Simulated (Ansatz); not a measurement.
H₇Si₃ (`[SiH3][SiH][SiH3]`) radical, relaxed with UKS PBE-D4/def2-SVP in the Gaussian-basis code of Ansatz from a rough embedded geometry. The force threshold is 0.03 eV/Å; the program also tests the step.

The species carries charge 0 and has multiplicity 2.

Start:

```xyz
10

Si   -1.266   -0.533    1.146
Si   -0.283    1.162    0.095
Si    1.124    0.173   -1.394
H    -1.975   -1.369    0.230
H    -2.279   -0.038    2.184
H    -0.277   -1.409    1.917
H     0.463    2.082    1.044
H     0.417   -0.638   -2.325
H     2.205   -0.661   -0.700
H     1.870    1.231   -2.197
```

```tsv
step	energy (eV)	largest force (eV/Å)	largest move (Å)
1	-23725.0992	2.052	0.000
2	-23725.3540	0.520	0.180
3	-23725.3980	0.089	0.078
4	-23725.4059	0.040	0.096
5	-23725.4089	0.018	0.086
6	-23725.4093	0.023	0.047
```

End:

```xyz
10

Si   -1.388   -0.590    1.312
Si   -0.165    1.026    0.141
Si    1.284    0.228   -1.515
H    -2.111   -1.465    0.323
H    -2.398    0.079    2.208
H    -0.502   -1.469    2.164
H     0.482    2.045    1.048
H     0.509   -0.658   -2.453
H     2.425   -0.577   -0.936
H     1.863    1.381   -2.292
```

It took 5.5 s on 4 threads of a server CPU on a shared host, with 0.18 GiB of host memory at the peak.
